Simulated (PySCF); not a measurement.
**Unknown compound**

An unknown has the formula C₆H₁₂. Its calculated NMR data are:

$^{1}$H NMR (400 MHz, computed): δ 5.62 (t, 1H), 2.10 (m, 2H), 1.77 (s, 3H), 1.72 (s, 3H), 0.97 (t, 3H).

$^{13}$C{$^{1}$H} NMR (computed): δ 138.1 (C), 134.2 (CH), 29.1 (CH3), 26.4 (CH2), 19.0 (CH3), 17.4 (CH3).

Computational details: shielding tensors at PBE0/pcSseg-1 (GIAO), coordinates at the GFN2-xTB level, in PySCF (isolated molecule, rapidly exchanging positions averaged, non-relativistic, a single conformation).

References, each an isolated molecule treated in the same way: $^{1}$H (σ = 31.72 ppm) and $^{13}$C (σ = 186.93 ppm) against TMS.

Problem. Choose the structure that fits.
A. CC(C)=C(C)C
B. CC/C=C/CC
C. C=C(CC)CC
D. C1CCCCC1
E. CCC=C(C)C

Solution. E. 

1. The formula gives 1 degree of unsaturation (no ring in the answer).
2. 6 carbon signals for 6 carbons: no two carbons are equivalent.
3. Carbon types of the structure: 1 × C, 1 × CH, 1 × CH2, 3 × CH3, which accounts for all hydrogens.
4. δC 138.1: fully substituted alkene carbon; an sp2 carbon of a C=C bond.
5. δC 134.2: alkene CH; an sp2 carbon of a C=C bond.
6. δC 17.4: methyl carbon; aliphatic region, no heteroatom directly attached.
7. δH 5.62: hydrogen on an alkene CH; a vinylic proton, deshielded by the sp2 carbon and the C=C anisotropy.
8. δH 1.77, 1.72: hydrogen on an allylic methyl carbon; allylic position.

The others: C=C(CC)CC would give 4 carbon signals, not 6; C1CCCCC1 would give 1 carbon signal, not 6; CC(C)=C(C)C would give 2 carbon signals, not 6; CC/C=C/CC would give 3 carbon signals, not 6.

Shifts are as computed. Against solution values, carbons near 30 ppm lie about +3 ppm off and those near 130 ppm about +5 ppm. Of 1211 compounds with measured shifts, 218 miss one by over three times the rms of a fit or turn the order of signals round; such compounds aren't used in these exercises. Multiplicities follow the n + 1 count of equivalent neighbours, as no J values were calculated; m marks all less simple cases, F and P coupling included.
